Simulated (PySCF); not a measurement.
Compound: NH3.
SMILES: `N`

The calculation used PBE0-D3(BJ)/def2-SVP geometry optimisation, gas phase (PySCF 2.14.0).

Take the most abundant isotopes and a rigid rotor. 

Task: What are A, B and C (cm⁻¹)?

Result: Ia = 1.73, Ib = 1.73, Ic = 2.65 u·Å²; 505379 MHz·u·Å²/I gives 291800, 291761 and 190805 MHz, that is A = 9.73339, B = 9.73210, C = 6.36458 cm⁻¹.

Task: What kind of rotor is it?

Result: An oblate symmetric top, as the point group C3v requires two equal moments; the computed ones differ by 0.01 % because the geometry is symmetric only within the optimiser's tolerance. Ray's parameter κ = (2B − A − C)/(A − C) = 0.999; −1 is the prolate and +1 the oblate limit.

Task: What does the inertial defect say?

Result: Not planar: Δ = Ic − Ia − Ib = -0.82 u·Å². For a rigid frame Δ = −2 Σ m c², so Σ m c² = 0.41 u·Å² lies off the ab plane: 0.34 from hydrogen and 0.07 from heavier atoms. The atom farthest from that plane is 0.33 Å away.

Task: Give the other two planar moments, Paa and Pbb, and the rms extents of the mass along the axes.

Result: Paa = Σ m a² = (Ib + Ic − Ia)/2 = 1.32 and Pbb = Σ m b² = (Ia + Ic − Ib)/2 = 1.32 u·Å². With the mass M = 17.03 u, the rms extents √(P/M) along a, b and c are 0.28, 0.28, 0.15 Å.

Task: Where do the R-branch lines fall?

Result: The dipole of 1.79 D lies along the symmetry axis, so ΔK = 0 and J+1 ← J falls at 2B(J+1) for every K: 583.56 GHz, 1167.12 GHz, 1750.68 GHz, 2334.24 GHz, 2917.80 GHz for J = 0 to 4. Inversion tunnelling, which a rigid rotor lacks, splits the real lines of ammonia.

PBE0-D3(BJ)/def2-SVP frequencies: not computed here. No vibrational averaging or centrifugal distortion is included, and the geometry carries the error of its method.
